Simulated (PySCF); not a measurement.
**Bonding in 1,2-dimethoxyethane**

Compound: 1,2-dimethoxyethane, C4H10O2.
Atom-mapped SMILES: `[CH3:1][O:2][CH2:3][CH2:4][O:5][CH3:6]` (hydrogens: H7, H8, H9 on C1; H10, H11 on C3; H12, H13 on C4; H14, H15, H16 on C6)

Geometry (PBE0-D3(BJ)/def2-TZVP, Å), atoms numbered from 1 in this order:
```
atom  x, y, z in Å
C1     2.7209   -0.1526   -0.1464
O2     1.5520   -0.7492    0.3412
C3     0.4735    0.1439    0.3917
C4    -0.7216   -0.6077    0.9462
O5    -1.8460    0.2150    1.1177
C6    -2.5561    0.4646   -0.0659
H7     3.5019   -0.9131   -0.1528
H8     3.0416    0.6834    0.4904
H9     2.5834    0.2257   -1.1691
H10    0.6995    1.0013    1.0435
H11    0.2593    0.5398   -0.6130
H12   -0.9544   -1.4608    0.2934
H13   -0.4619   -1.0020    1.9312
H14   -2.8358   -0.4724   -0.5669
H15   -1.9901    1.0811   -0.7755
H16   -3.4645    1.0011    0.2091
```

Bond orders from the PBE0/pcSseg-2 density (PySCF). Isolated species at its PBE0-D3(BJ)/def2-TZVP geometry (one conformer only).

(1) How far do the computed orders between heavy atoms stray from the drawn ones?

(2) Set the Mayer orders of the bonds beside their lengths.

Answers

(1) The largest departure is 0.094, at C4–O5 (drawn single, 0.906).

(2) 
```
  bond  drawn as  length (Å)  Mayer order
 C1–O2    single       1.400        0.954
 O2–C3    single       1.401        0.954
 C3–C4    single       1.517        0.963
 C4–O5    single       1.404        0.906
 O5–C6    single       1.403        0.941
 C1–H7    single       1.090        0.996
 C1–H8    single       1.099        0.992
 C1–H9    single       1.099        0.992
C3–H10    single       1.100        0.978
C3–H11    single       1.101        0.976
C4–H12    single       1.099        1.011
C4–H13    single       1.092        0.994
C6–H14    single       1.099        0.991
C6–H15    single       1.097        0.989
C6–H16    single       1.090        1.000
```

By pair of heavy elements: C–O: lowest C4–O5 (0.906, 1.404 Å), highest C1–O2 and O2–C3 (0.954, 1.400 Å). Bonds named together lie within 0.004.

Question: Sum the orders of all bonds at each heavy atom with more than one neighbour and set the sums beside the valence in the SMILES.

Answer: C1 3.934 (drawn 4), O2 1.908 (drawn 2), C3 3.871 (drawn 4), C4 3.874 (drawn 4), O5 1.847 (drawn 2), C6 3.921 (drawn 4). Orders between atoms that aren't bonded are not in these sums.

Mayer orders depend on the basis set.
